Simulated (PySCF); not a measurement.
# Basis-set dependence of MgS at PBE0

PySCF, UKS reference; singlet, unpaired electrons none; De to Mg + S without counterpoise correction.

| basis | relativity | functions | Re (Å) | ωe (cm⁻¹) | De (eV) | μ (D) |
| --- | --- | --- | --- | --- | --- | --- |
| 6-311G(d,p) | no relativity | 52 | 2.150 | 540 | 2.07 | -8.04 |
| pcseg-2 | no relativity | 53 | 2.139 | 546 | 2.06 | -7.86 |
| def2-TZVPP | no relativity | 74 | 2.136 | 546 | 2.10 | -7.74 |

Q: How does each smaller set differ from the one with most functions, def2-TZVPP?

A: 6-311G(d,p): +1.4 pm, -1.1 % in ωe, -0.03 eV in De; pcseg-2: +0.3 pm, +0.0 % in ωe, -0.04 eV in De. All at PBE0; the set with most functions is neither the basis-set limit nor always the best.

A positive dipole means Mg(−)S(+).
